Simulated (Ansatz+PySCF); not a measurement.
# singlet H4O2: levels of theory in one basis

```xyz
6

O    -1.4463   -0.1553    0.0011
H    -1.9022    0.7028   -0.0024
H    -0.5101    0.0937   -0.0056
O     1.3707    0.1709    0.0032
H     1.5443   -0.4006   -0.7579
H     1.5457   -0.4180    0.7617
```

Basis set: def2-SVP (spherical functions). Left uncorrelated: 2 orbitals. Charge 0, multiplicity 1.

Computed with Ansatz (development build ahead of 0.2.0); each method stands on the lowest determinant of its kind that the runs found.

```csv
method,E − E(RHF) (eV),<S²> of the determinant
RHF,0.00,0.00
RHF-CCSD,-11.59,–
RHF-CCSD(T),-11.76,–
```

Question: What does RHF-MP2 give on the same scale?

Answer: -11.09 eV.

Question: Is a single determinant a sound starting point here?

Answer: By this sign, yes. Unrestricted orbitals gain 0.00 eV and <S²> is 0.00 against 0.00 for a pure state.
